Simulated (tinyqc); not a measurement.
Orbital energy against energy difference: ionisation energy by orbital energies and by energy differences in the 6-31g* basis, for NH3, spin multiplicity 1. Computed by the program tinyqc with PySCF. 

Geometry (angstrom):
```
atom        x        y       z
N      0.0000   0.0000  0.0830
H      0.9650   0.0000  0.0000
H     -0.4820   0.8350  0.0000
H     -0.4820  -0.8350  0.0000
```

CCSD(T) difference in the same basis = 9.3704 eV

IP-EOM-CCSD = 9.3174 eV

The cation is unrestricted; errors are against CCSD(T) in this basis, not against experiment.

First vertical ionisation energy (eV):
```
method     -e(HOMO)  E(cation) - E  error of -e(HOMO)  error of the difference
HF           10.424        8.36806              1.053                   -1.002
LDA           4.625       10.13403             -4.745                    0.764
PBE           4.538        9.81299             -4.832                    0.443
B3LYP         5.945        9.85203             -3.425                    0.482
PBE0          6.268        9.74378             -3.103                    0.373
CAM-B3LYP     7.769        9.85906             -1.602                    0.489
LC-wPBE       9.331        9.89683             -0.040                    0.526
```

Koopmans errs by +1.05 eV and Delta-HF by -1.00 eV: relaxation, 2.06 eV, lowers the value and the missing correlation difference works against it. The PBE level is off by -4.8 eV through the wrong tail of its potential, though its energy difference is off by +0.44 eV; exact exchange deepens the level, and among the orbital energies LC-wPBE comes closest; among the differences PBE0 does.
